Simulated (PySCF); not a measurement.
PySCF single point, HF/6-31G*, density fitting, C-PCM implicit isobutanol (electrostatics alone), on benzene, C6H6 (SMILES c1ccccc1), charge 0, multiplicity 1.

```python
from pyscf import gto, scf, dft
mol = gto.M(atom='''
C     -0.291653     1.353491     0.000344
C      1.026463     0.929368     0.000266
C      1.318053    -0.424107     0.000164
C      0.291681    -1.353449    -0.000030
C     -1.026252    -0.929318    -0.000101
C     -1.318058     0.424254     0.000215
H     -0.519165     2.409651    -0.000228
H      1.827408     1.654484    -0.000344
H      2.346527    -0.755198    -0.000304
H      0.519386    -2.409651     0.000027
H     -1.827131    -1.654622    -0.000183
H     -2.346527     0.755140    -0.000289
''', basis='6-31G*', charge=0, spin=0, verbose=3)
mf = scf.RHF(mol)
mf = mf.density_fit()
mf = mf.PCM()
mf.with_solvent.method = 'C-PCM'
mf.with_solvent.eps = 17.93
mf.max_cycle = 100
e = mf.kernel()
print('converged', mf.converged)
print('E_total', e)
print('nao', mol.nao)
print('HOMO', mf.mo_energy[mf.mo_occ > 0].max())
mf.dip_moment()
```

The program's output:

```

WARN: PCM is an experimental feature. It is still in testing.
Features and APIs may be changed in the future.

converged SCF energy = -230.706768778119
converged True
E_total -230.70676877811886
nao 96
HOMO -0.3348548910428982
Dipole moment(X, Y, Z, Debye):  0.00008,  0.00001, -0.00163
```

The total energy is -6277.85 eV, -0.13 eV from the same level's vacuum run.
